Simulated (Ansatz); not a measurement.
in.yaml

```yaml
crystal:
  periodic: [false, false, false]
  atoms:
    - {symbol: Al, position_ang: [0.000000, 1.851914, 0.941240]}
    - {symbol: Ga, position_ang: [0.000000, -0.707474, 1.050515]}
    - {symbol: Ga, position_ang: [0.000000, -0.009183, -1.414758]}
basis:
  gaussian: {orbitals: cc-pVTZ}
total_charge: 1
magnetization: {spin_polarized: true, initial_magnetization: 2}
correlation: {method: ccsd_t, electrons: outside_noble_gas}
output: {forces: true}
```

```sh
$ ansatz run in.yaml --threads 2 --pin off --events-out ev --progress --plain --max-ram 24576MiB --backend cuda --devices 0, --max-vram 18GiB
```

Log:

```
808 factors; integrals over basis functions are off by at most 9.6e-4 eV
mean field evaluation 1: about -111246.2907 eV, gradient 6.9e0 eV
mean field evaluation 2: about -111246.3299 eV, gradient 6.8e0 eV
mean field evaluation 4: about -111246.8051 eV, gradient 1.2e0 eV
mean field evaluation 8: about -111246.8653 eV, gradient 2.2e-1 eV
mean field evaluation 16: about -111246.8725 eV, gradient 1.6e-6 eV
mean field evaluation 32: about -111246.8721 eV, gradient 3.1e-2 eV
mean field evaluation 64: about -111246.8725 eV, gradient 1.6e-4 eV
mean field evaluation 96: about -111246.6607 eV, gradient 7.4e-1 eV
mean field evaluation 128: about -111246.7329 eV, gradient 3.7e-1 eV
mean field evaluation 160: about -111246.2867 eV, gradient 3.8e0 eV
...
cycle   2  -4.62778569 eV  change    8.7e-7 eV  update   1.7e-6
cycle   3  -4.62778552 eV  change    1.7e-7 eV  update   9.6e-7
cycle   4  -4.62778535 eV  change    1.7e-7 eV  update   4.4e-7
cycle   5  -4.62778534 eV  change    1.8e-8 eV  update   2.8e-7
cycle   6  -4.62778542 eV  change   -8.8e-8 eV  update   2.0e-7
cycle   7  -4.62778541 eV  change    1.3e-8 eV  update   1.2e-7
cycle   8  -4.62778541 eV  change    4.7e-9 eV  update   7.6e-8
cycle   9  -4.62778542 eV  change   -1.1e-8 eV  update   4.7e-8
cycle  10  -4.62778542 eV  change   -5.1e-9 eV  update   3.5e-8
cycle  11  -4.62778542 eV  change   2.6e-10 eV  update   2.4e-8
perturbative correction -0.33010487 eV, -0.0121311304 hartree
the calculation of the forces begins
Total energy: -111251.83035378 eV, -4088.4293563024 hartree
Atom 0 at     0.000000     1.851914     0.941240 Å, force     0.000000     0.365181    -0.239570 eV/Å
Atom 1 at     0.000000    -0.707474     1.050515 Å, force    -0.000000    -0.728515     0.701366 eV/Å
Atom 2 at     0.000000    -0.009183    -1.414758 Å, force    -0.000000     0.363333    -0.461796 eV/Å
Dipole moment:     0.000000     0.492495     0.100089 e Å
```

Forces (eV/Å):
```
Al   0.000  0.365 -0.240
Ga   0.000 -0.729  0.701
Ga   0.000  0.363 -0.462
```

For the same geometry and basis UCCSDT(Q) lies 85.9 meV lower. The determinant has ⟨S²⟩ = 2.13, so this isn't a pure spin state.

Ran on 2 threads of AMD EPYC 7R13 with a shared H100 80 GB, shared host: 48 s wall, 1 GiB peak host memory.
